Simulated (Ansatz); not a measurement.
Input for Ansatz (development build ahead of 0.2.0):

```yaml
crystal:
  periodic: [false, false, false]
  atoms:
    - { symbol: P, position_ang: [0.0, 0.0, -0.87078] }
    - { symbol: P, position_ang: [0.0, 0.0, 0.87078] }
basis:
  gaussian: { orbitals: "6-31G" }
hamiltonian:
  xc: hf
correlation:
  method: ccsd_t
  frozen_orbitals: { P: 5 }
```

The input is written out in the form of the current development build from the run's settings.

Results

- Converged: yes
- Reference energy: -681.32000 hartree
- Correlation energy: -0.13087 hartree
- Total energy: -681.45087 hartree
